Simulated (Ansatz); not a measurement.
**One elementary step**

Start structure (CH3ClF (charge -1), closed shell), relaxed at PBE0-D4/def2-TZVPD:

F1  (-1.045, 0.974, 1.235)
C2  (-0.266, 0.247, 0.314)
Cl3  (1.513, -1.407, -1.788)
H4  (-0.913, -0.408, -0.265)
H5  (0.244, 0.941, -0.351)
H6  (0.467, -0.347, 0.855)
(Å)

The step: [CH₃F ([CH3][F]) + Cl]⁻ → [CH₃Cl ([CH3][Cl]) + F]⁻; bonds formed: C2–Cl3; bonds broken: F1–C2. Ansatz 0.2.0; basis: def2-TZVPPD and def2-QZVPPD; cores frozen in the correlated methods. Extrapolation: Hartree–Fock as exp(−7.88 √X), correlation as X^−2.97. Energies below are by CCSD(T) at an estimated basis limit (MP2 extrapolated from triple and quadruple zeta, plus CCSD(T) − MP2 in triple zeta).

**Question.** What are the electronic barrier and the energy of the step, from the start structure to the end structure? (An estimate is asked for; the value comes from the calculation.)

**Answer.** By the calculation: Barrier 123.7 kJ/mol; step energy 110.3 kJ/mol (uphill); reverse barrier, their difference, 13.4 kJ/mol. Barrier and step energy count from the start structure, the reverse barrier from the end structure.

The saddle point: One imaginary mode of 390i cm⁻¹.
```
  pair  start (Å)  saddle (Å)  end (Å)
C2–Cl3       3.21        2.09     1.85
 F1–C2       1.41        2.06     2.47
```

Zero-point energy (harmonic, PBE0-D4): ZPE is 104.0 kJ/mol at the start and 99.1 kJ/mol at the saddle, so the barrier goes from 123.7 to 118.8 kJ/mol.

First-order rate constant out of the start structure at 498 K by transition-state theory, with harmonic vibrational free energies alone and no tunnelling: ΔA‡ = 128.5 kJ/mol, so k = (kB T/h) exp(−ΔA‡/kB T) ≈ 10^0 s⁻¹ (an order of magnitude at best: rotation, the number of equivalent paths and anharmonicity are left out).

T1 diagnostic: at most 0.019.

Labels in which every atom is bracketed show which atoms are joined, not bond orders.

For scale, one of the runs: CCSD(T)/def2-TZVPPD, 179 basis functions, launched by `ansatz run in.yaml --threads 2 --pin off --events-out ev --progress --plain --max-ram 4352MiB`. The run took 46 s on 2 CPU threads of an Arm Neoverse V2 (shared host), with 1.7 GiB of host memory at its peak.
